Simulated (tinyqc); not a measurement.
Inside a calculation. Method: extended Hueckel theory, for PH2. One step of it, computed by the program tinyqc.

Problem. Orbitals. Solve H C = S C e through S^(-1/2); fill by pairs from the bottom, a degenerate level sharing its electrons equally; each orbital has its largest coefficient positive (the first on a tie).

H (eV), lower triangle:
```
             1P 3s      1P 3px      1P 3py      1P 3pz       2H 1s       3H 1s
1P 3s   -18.600000
1P 3px    0.000000  -14.000000
1P 3py    0.000000    0.000000  -14.000000
1P 3pz    0.000000    0.000000    0.000000  -14.000000
2H 1s   -12.032223    0.000000   -9.821779   -9.235256  -13.600000
3H 1s   -12.032223    0.000000    9.821779   -9.235256   -2.542876  -13.600000
```

overlap S, lower triangle:
```
           1P 3s    1P 3px     1P 3py    1P 3pz     2H 1s     3H 1s
1P 3s   1.000000
1P 3px  0.000000  1.000000
1P 3py  0.000000  0.000000   1.000000
1P 3pz  0.000000  0.000000   0.000000  1.000000
2H 1s   0.421353  0.000000   0.406650  0.382366  1.000000
3H 1s   0.421353  0.000000  -0.406650  0.382366  0.106844  1.000000
```

valence electrons = 7

Give: orbital energies; occupations; coefficients; sum of one-electron energies.

Solution.

orbital energies (eV): -21.2691  -17.3864  -15.2091  -14.0000  3.8998  20.3429

occupations: 2.0000  2.0000  2.0000  1.0000  0.0000  0.0000

coefficients:
```
           MO1      MO2      MO3     MO4      MO5      MO6
1P 3s   0.6658   0.0000  -0.4774  0.0000   0.0000   1.0497
1P 3px  0.0000   0.0000   0.0000  1.0000   0.0000   0.0000
1P 3py  0.0000   0.6112   0.0000  0.0000   1.1021   0.0000
1P 3pz  0.0878   0.0000   0.8141  0.0000   0.0000   0.9829
2H 1s   0.2894   0.3761   0.1439  0.0000  -0.8646  -0.9920
3H 1s   0.2894  -0.3761   0.1439  0.0000   0.8646  -0.9920
```

sum of one-electron energies = -121.7291 eV
